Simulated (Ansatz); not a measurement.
```yaml
crystal:
  periodic: [false, false, false]
  atoms:
    - {symbol: C, position_ang: [-0.262676, 1.447348, -0.284074]}
    - {symbol: N, position_ang: [0.229174, 0.184007, -0.061369]}
    - {symbol: C, position_ang: [0.213011, -0.302325, 1.292804]}
    - {symbol: C, position_ang: [-0.033414, -0.813780, -1.064379]}
    - {symbol: H, position_ang: [-0.119295, 2.175604, 0.502864]}
    - {symbol: H, position_ang: [-0.309007, 1.781837, -1.311769]}
    - {symbol: H, position_ang: [-0.794531, -0.608862, 1.614890]}
    - {symbol: H, position_ang: [0.562699, 0.480770, 1.967457]}
    - {symbol: H, position_ang: [0.880775, -1.161756, 1.386588]}
    - {symbol: H, position_ang: [-1.070565, -1.182153, -1.026120]}
    - {symbol: H, position_ang: [0.141852, -0.391993, -2.055366]}
    - {symbol: H, position_ang: [0.639077, -1.663697, -0.927524]}
basis:
  gaussian: {orbitals: "6-311G**", final_grid: {core_spheres: 8, valence_spheres: 7, degree: 23}, point_charges: [{charge: 0.50, position_ang: [5.770, 0.008, -0.191]}]}
magnetization: {spin_polarized: true, initial_magnetization: 1}
hamiltonian: {xc: {name: wB97X}}
```

```sh
$ ansatz run in.yaml --threads 4 --pin off --events-out ev --progress --plain --max-ram 10444MiB
```

**Question.** How does Ansatz answer? (An estimate is asked.)

**Answer.** The calculation gave: The input was rejected before any iteration.
```
Error: <dir> can't be read: No such file or directory (os error 2)
```
